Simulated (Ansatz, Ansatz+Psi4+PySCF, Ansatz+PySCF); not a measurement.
| atom | x (Å) | y (Å) | z (Å) |
| --- | --- | --- | --- |
| C | 0.0000 | 0.0000 | -0.2774 |
| C | 0.0000 | 0.0000 | -1.5197 |
| H | 0.0000 | 0.0000 | -2.5819 |
| C | 0.0000 | 0.0000 | 1.0895 |
| H | 0.0000 | -0.9300 | 1.6448 |
| H | 0.0000 | 0.9300 | 1.6448 |

Basis set: cc-pVTZ (spherical functions). Left uncorrelated: 3 orbitals. Correlation on ROHF uses semicanonical orbitals with singles. Charge 0, multiplicity 2.

Computed with Ansatz (development build ahead of 0.2.0); each method stands on the lowest determinant of its kind that the runs found.

The atomization energy at this shape (free ground-state atoms in the same class of orbitals less the molecule, no zero-point energy) of doublet C₃H₃:

```tsv
method	atomization energy
ROHF-MP2	602.23 kcal/mol
UHF-MP2	590.88 kcal/mol
```

Task: What does ROHF-CCSD(T) give?

Result: 587.97 kcal/mol. Caution for ROHF-MP2, UHF-MP2: forces differ strongly between restricted and unrestricted references. Caution for UHF-MP2: the unrestricted determinant is spin contaminated.
